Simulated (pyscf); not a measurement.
# Substitution at O: `[CH3][O][CH3]` + `[H]` [doublet] → `[CH3]` [doublet] + `[CH3][OH]`

Gas phase, doublet surface, charge 0. Bonds broken: C1–O2. Bonds formed: O2–H7. Structures and frequencies: ωB97X-D3(BJ)/def2-SVP in PySCF.

Transition state (Å):

```xyz
10

C      0.5476     0.1960    -0.3663
O     -1.0675    -0.2496    -0.0420
C     -1.3117    -0.1142     1.3697
H      0.6590     1.2424    -0.0600
H      0.5953     0.0545    -1.4503
H      1.1888    -0.4968     0.1903
H     -2.1011    -0.6375    -0.5514
H     -2.3514    -0.4111     1.5613
H     -1.1677     0.9307     1.6903
H     -0.6357    -0.7682     1.9444
```

One imaginary mode, 2004i cm⁻¹; descent along it reached the two sides named.

```
bond   change  reactant side (Å)  saddle  product side
-----  ------  -----------------  ------  ------------
C1–O2  breaks              1.399   1.707           3.3
O2–H7   forms                3.1   1.216         0.962
```

Electronic energies relative to the separated reactants (kcal/mol):

| level | barrier | reaction energy | reverse barrier |
|---|---|---|---|
| ωB97X-D3(BJ)/def2-TZVP | 31.3 | -19.2 | 50.5 |
| PBE/def2-TZVP | 19.0 | -18.6 | 37.6 |
| r²SCAN/def2-TZVP | 20.1 | -23.6 | 43.7 |
| B3LYP-D3(BJ)/def2-TZVP | 21.9 | -22.6 | 44.6 |
| PBE0-D3(BJ)/def2-TZVP | 26.0 | -19.4 | 45.4 |
| M06-2X/def2-TZVP | 29.9 | -18.6 | 48.5 |
| ωB97M-D3(BJ)/def2-TZVP | 28.4 | -20.6 | 49.0 |
| HF/def2-TZVP | 50.0 | -24.7 | 74.7 |

With ωB97M-D3(BJ)/def2-TZVP energies and thermal terms (ideal gas, 1 atm, RRHO with modes under 100 cm⁻¹ raised to 100, one conformer, R ln 2 for chiral ones without a mode under 150 cm⁻¹), in kcal/mol:

```
T (K)   ΔH‡   ΔG‡     ΔH     ΔG
-----  ----  ----  -----  -----
298    27.4  33.1  -19.5  -23.4
600    27.3  38.9  -19.8  -27.4
900    27.3  44.8  -20.6  -31.0
1200   27.2  50.6  -21.6  -34.3
```

The same reactants have a lower exit, to •H₂C–O–CH₃ + H₂ (barrier +7.9 kcal/mol at ωB97M-D3(BJ)/def2-TZVP, against +28.4 kcal/mol here). H₃C–O–CH₃ lies 11.4 kcal/mol over its isomer H₃C–CH₂–OH (electronic energy, ωB97M-D3(BJ)/def2-TZVP). One saddle was located; it need not be the lowest between these sides. The angle at the attacked O is 144°.
